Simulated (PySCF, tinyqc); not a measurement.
Inside a calculation. Method: RKS/exchange-only LDA in the sto-6g basis, for LiH, spin multiplicity 1. The lowest restricted solution is unstable here: a spin-polarised one lies 0.0157 hartree lower (PySCF). One step of it, computed by the program tinyqc.

Question. Iteration 1: building the Kohn-Sham matrix. J_ij = sum D_kl (ij|kl); F = H + J + V_xc; E = tr D H + tr D J / 2 + E_xc + E_nn.

D at the start, order 1Li 1s, 1Li 2s, 1Li 2px, 1Li 2py, 1Li 2pz, 2H 1s:
```
[[0.000676, -0.003783, 0.000000, 0.000000, -0.020872, 0.035639],
 [-0.003783, 0.021170, 0.000000, 0.000000, 0.116790, -0.199417],
 [0.000000, 0.000000, 0.488076, -0.859031, 0.000000, 0.000000],
 [0.000000, 0.000000, -0.859031, 1.511924, 0.000000, 0.000000],
 [-0.020872, 0.116790, 0.000000, 0.000000, 0.644289, -1.100115],
 [0.035639, -0.199417, 0.000000, 0.000000, -1.100115, 1.878431]]
```

core Hamiltonian H = T + V (hartree), order 1Li 1s, 1Li 2s, 1Li 2px, 1Li 2py, 1Li 2pz, 2H 1s:
```
[[-4.635688, -0.982765, 0.000000, 0.000000, -0.005343, -0.017673],
 [-0.982765, -1.277065, 0.000000, 0.000000, -0.058830, -0.193403],
 [0.000000, 0.000000, -1.050525, 0.000000, 0.000000, 0.000000],
 [0.000000, 0.000000, 0.000000, -1.050525, 0.000000, 0.000000],
 [-0.005343, -0.058830, 0.000000, 0.000000, -1.089529, -0.286230],
 [-0.017673, -0.193403, 0.000000, 0.000000, -0.286230, -1.026891]]
```

Two-electron integrals (ij|kl) in chemists' order, unique and non-zero (hartree):
```
(11|11) 1.681247   (21|11) 0.242603   (21|21) 0.044507   (22|11) 0.397190
(22|21) 0.090279   (22|22) 0.290625   (31|31) 0.009437   (32|31) 0.014261
(32|32) 0.064236   (33|11) 0.397190   (33|21) 0.090279   (33|22) 0.290625
(33|33) 0.313125   (41|41) 0.009437   (42|41) 0.014261   (42|42) 0.064236
(43|43) 0.016875   (44|11) 0.397190   (44|21) 0.090279   (44|22) 0.290625
(44|33) 0.279374   (44|44) 0.313125   (51|51) 0.009437   (52|51) 0.014261
(52|52) 0.064236   (53|53) 0.016875   (54|54) 0.016875   (55|11) 0.397190
(55|21) 0.090279   (55|22) 0.290625   (55|33) 0.279374   (55|44) 0.279374
(55|55) 0.313125   (61|11) 0.004106   (61|21) 0.000747   (61|22) 0.001568
(61|33) 0.001545   (61|44) 0.001545   (61|51) 0.000100   (61|52) 0.000219
(61|55) 0.001613   (61|61) 0.000014   (62|11) 0.034467   (62|21) 0.008071
(62|22) 0.031453   (62|33) 0.029644   (62|44) 0.029644   (62|51) 0.001144
(62|52) 0.009661   (62|55) 0.035070   (62|61) 0.000169   (62|62) 0.008879
(63|31) 0.000337   (63|32) 0.002138   (63|53) 0.001028   (63|63) 0.000314
(64|41) 0.000337   (64|42) 0.002138   (64|54) 0.001028   (64|64) 0.000314
(65|11) 0.050461   (65|21) 0.011858   (65|22) 0.046998   (65|33) 0.043993
(65|44) 0.043993   (65|51) 0.001794   (65|52) 0.015244   (65|55) 0.053007
(65|61) 0.000252   (65|62) 0.014065   (65|65) 0.022343   (66|11) 0.185283
(66|21) 0.043677   (66|22) 0.182626   (66|33) 0.170477   (66|44) 0.170477
(66|51) 0.005339   (66|52) 0.057280   (66|55) 0.206921   (66|61) 0.000906
(66|62) 0.072779   (66|65) 0.117448   (66|66) 0.774999
```

nuclear repulsion = 0.55585841 hartree

V_xc (hartree), order 1Li 1s, 1Li 2s, 1Li 2px, 1Li 2py, 1Li 2pz, 2H 1s:
```
[[-0.200278, -0.054748, 0.000000, 0.000000, -0.000315, -0.000937],
 [-0.054748, -0.172393, 0.000000, 0.000000, -0.004106, -0.032520],
 [0.000000, 0.000000, -0.159891, 0.026708, 0.000000, 0.000000],
 [0.000000, 0.000000, 0.026708, -0.188301, 0.000000, 0.000000],
 [-0.000315, -0.004106, 0.000000, 0.000000, -0.168997, -0.051888],
 [-0.000937, -0.032520, 0.000000, 0.000000, -0.051888, -0.418190]]
```

E_xc = sum of w rho eps_xc = -0.88522040 hartree

Give: Coulomb J; Kohn-Sham matrix F; total energy of this density.

Answer.

Coulomb J (hartree), order 1Li 1s, 1Li 2s, 1Li 2px, 1Li 2py, 1Li 2pz, 2H 1s:
```
[[1.2816, 0.2933, 0.0000, 0.0000, 0.0086, 0.0053],
 [0.2933, 1.0014, 0.0000, 0.0000, 0.0846, 0.1870],
 [0.0000, 0.0000, 0.9727, -0.0290, 0.0000, 0.0000],
 [0.0000, 0.0000, -0.0290, 1.0072, 0.0000, 0.0000],
 [0.0086, 0.0846, 0.0000, 0.0000, 1.0244, 0.2924],
 [0.0053, 0.1870, 0.0000, 0.0000, 0.2924, 1.6595]]
```

Kohn-Sham matrix F (hartree), order 1Li 1s, 1Li 2s, 1Li 2px, 1Li 2py, 1Li 2pz, 2H 1s:
```
[[-3.5544, -0.7443, 0.0000, 0.0000, 0.0029, -0.0133],
 [-0.7443, -0.4480, 0.0000, 0.0000, 0.0217, -0.0390],
 [0.0000, 0.0000, -0.2377, -0.0023, 0.0000, 0.0000],
 [0.0000, 0.0000, -0.0023, -0.2316, 0.0000, 0.0000],
 [0.0029, 0.0217, 0.0000, 0.0000, -0.2341, -0.0457],
 [-0.0133, -0.0390, 0.0000, 0.0000, -0.0457, 0.2144]]
```

total energy of this density = -1.818763 hartree
